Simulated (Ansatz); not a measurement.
# C3H6F2O: up Jacob's ladder to CCSD(T)

The task here is to estimate one member of a computed series from the others.

Computed with Ansatz 0.2.0, Gaussian basis. Level: functionals in def2-TZVPP, the program's frozen cores in correlated methods.

Plan: LDA (SPW92), PBE-D4, revPBE-D4, BLYP-D4, r2SCAN-D4, B97M-V, PBE0-D4, B3LYP-D4, r2SCANh-D4, r2SCAN0-D4, HSE06-D4, BHLYP-D4, CAM-B3LYP-D4, LC-ωPBE, ωB97X-V, ωB97M-V, B2PLYP, PBE-QIDH; CCSD(T)/def2-SVP; CCSD(T)/def2-TZVPP; MP2/def2-QZVPP; extrapolation to the limit; RPA on PBE.

## The geometry

An earlier PBE0-D4 in a triple-zeta def2 set relaxation fixed the geometry.

SMILES `CC(O)(F)CF`, 12 atoms, charge 0, spin multiplicity 1.

Atoms are counted from 1 here; the program's logs count them from 0.

Bond lengths: C1–C2 1.505 Å, C1–H7 1.091 Å, C1–H8 1.090 Å, C1–H9 1.090 Å, C2–O3 1.373 Å, C2–F4 1.396 Å, C2–C5 1.519 Å, O3–H10 0.965 Å, C5–F6 1.382 Å, C5–H11 1.092 Å, C5–H12 1.093 Å. Angles: C2–C1–H7 110.4°, C2–C1–H8 110.4°, C2–C1–H9 108.6°, H7–C1–H8 109.6°, H7–C1–H9 108.9°, H8–C1–H9 108.9°, C1–C2–O3 109.4°, C1–C2–F4 108.1°, C1–C2–C5 112.7°, O3–C2–F4 108.8°, O3–C2–C5 111.3°, F4–C2–C5 106.4°, C2–O3–H10 107.8°, C2–C5–F6 109.2°, C2–C5–H11 110.6°, C2–C5–H12 110.0°, F6–C5–H11 108.5°, F6–C5–H12 108.1° and more.

Set-up of the first run:

in.yaml reads:

```yaml
crystal:
  periodic: [false, false, false]
  atoms:
    - {symbol: C, position_ang: [-1.065825, -0.665195, -0.646658]}
    - {symbol: C, position_ang: [-0.218203, 0.076213, 0.351580]}
    - {symbol: O, position_ang: [-0.681896, 1.362636, 0.475810]}
    - {symbol: F, position_ang: [-0.338877, -0.566689, 1.584278]}
    - {symbol: C, position_ang: [1.258711, 0.052845, -0.002068]}
    - {symbol: F, position_ang: [1.937725, 0.923477, 0.829046]}
    - {symbol: H, position_ang: [-0.727848, -1.697783, -0.740717]}
    - {symbol: H, position_ang: [-1.021744, -0.176475, -1.620020]}
    - {symbol: H, position_ang: [-2.097963, -0.661751, -0.296363]}
    - {symbol: H, position_ang: [-0.038890, 1.859438, 0.996411]}
    - {symbol: H, position_ang: [1.670237, -0.948827, 0.135413]}
    - {symbol: H, position_ang: [1.401475, 0.386809, -1.032711]}
basis:
  gaussian: {orbitals: def2-TZVPP}
hamiltonian: {xc: lda}
output: {orbitals: {seedname: orbitals}}
```

Among the steps run: LDA; PBE-D4 (GGA); revPBE-D4 (GGA); BLYP-D4 (GGA); r2SCAN-D4 (meta-GGA); B97M-V (meta-GGA); PBE0-D4 (hybrid); B3LYP-D4 (hybrid); r2SCANh-D4 (hybrid); r2SCAN0-D4 (hybrid); HSE06-D4 (hybrid); BHLYP-D4 (hybrid); CAM-B3LYP-D4 (range-separated); LC-ωPBE-D4 (range-separated; the results give it without D4); ωB97X-V (range-separated); ωB97M-V (range-separated); B2PLYP (double hybrid); PBE-QIDH (double hybrid).

One of the session's tables, all rows but one given; the rest of the session is left out.

It belongs to the step «Frontier levels by functional». 

| functional | HOMO (eV) | LUMO (eV) | gap (eV) |
| --- | --- | --- | --- |
| LDA (SPW92) | -7.46 | 0.00 | 7.46 |
| PBE-D4 | -7.26 | 0.22 | 7.48 |
| revPBE-D4 | -7.18 | 0.33 | 7.51 |
| BLYP-D4 | -7.20 | 0.21 | 7.41 |
| r2SCAN-D4 | -7.64 | 0.84 | 8.48 |
| B97M-V | -7.81 | 0.48 | 8.28 |
| PBE0-D4 | -8.98 | 1.14 | 10.12 |
| B3LYP-D4 | -8.75 | 0.76 | 9.52 |
| r2SCANh-D4 | -8.28 | 1.17 | 9.45 |
| r2SCAN0-D4 | -9.24 | 1.61 | 10.86 |
| HSE06-D4 | -8.57 | 0.77 | 9.34 |
| BHLYP-D4 | ? | ? | ? |
| CAM-B3LYP-D4 | -10.53 | 1.88 | 12.41 |
| LC-ωPBE | -11.83 | 3.23 | 15.06 |
| ωB97X-V | -11.50 | 3.02 | 14.52 |
| ωB97M-V | -11.43 | 2.57 | 14.00 |

Q: Estimate the row for BHLYP-D4 from the others.

Worked estimate for «HOMO (eV)». Against the share of exact exchange, BLYP-D4 (0, -7.20), B3LYP-D4 (0.2, -8.75) give a slope of -7.75 per unit share; at 0.5 the line stands at -11.07.

As computed: HOMO (eV): -10.68; LUMO (eV): 1.72; gap (eV): 12.40. In «HOMO (eV)» the line misses by -0.39.
